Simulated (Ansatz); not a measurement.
A further run on the cluster LiSi2.

```yaml
crystal:
  periodic: [false, false, false]
  atoms:
    - {symbol: Li, position_ang: [0.003087, -0.341854, -1.511727]}
    - {symbol: Si, position_ang: [0.961717, -0.258573, 0.854949]}
    - {symbol: Si, position_ang: [-0.964794, 0.600427, 0.656779]}
basis:
  gaussian: {orbitals: def2-TZVP}
magnetization: {spin_polarized: true, initial_magnetization: 1}
hamiltonian: {xc: {name: wPBEh}}
scf: {lower_state_search: off}
output: {forces: true}
```

```sh
$ ansatz run in.yaml --threads 4 --pin off --events-out ev --progress --plain --max-ram 3916MiB
```

It prints (some lines left out):

```
Functional definition: wPBEh
665 factors; their error is unknown
55 factors; integrals over basis functions are off by at most 6.0e-6 eV
mean field evaluation 1: about -15948.8786 eV, gradient 1.8e1 eV
mean field evaluation 2: about -15947.3345 eV, gradient 2.2e1 eV
mean field evaluation 4: about -15951.5526 eV, gradient 1.5e0 eV
mean field evaluation 8: about -15951.6399 eV, gradient 7.5e-2 eV
mean field evaluation 16: about -15951.6400 eV, gradient 1.4e-4 eV
mean field -15951.63995428 eV, -586.2119559097 hartree, gradient 3.7e-6 eV, S^2 0.762111; 0 other end points of the search recorded, 0 dependent functions left out
reference -15951.63999654 eV, -586.2119574627 hartree; 16, 15 occupied and 72, 73 virtual orbitals, 665 factors
Total energy: -15951.63999654 eV, -586.2119574627 hartree
Atom 0 at     0.003087    -0.341854    -1.511727 Å, force     0.000058    -0.007182    -0.031776 eV/Å
Atom 1 at     0.961717    -0.258573     0.854949 Å, force    -0.313026     0.143153    -0.016300 eV/Å
Atom 2 at    -0.964794     0.600427     0.656779 Å, force     0.312968    -0.135971     0.048076 eV/Å
Dipole moment:     0.002302    -0.255421    -1.129512 e Å
Checks for a lower state left out: stability, starts, cluster_reference, orbital_swaps, neighbouring_geometries, increment
```

Run time 0.75 s (4 threads of Arm Neoverse V2 on a shared host).
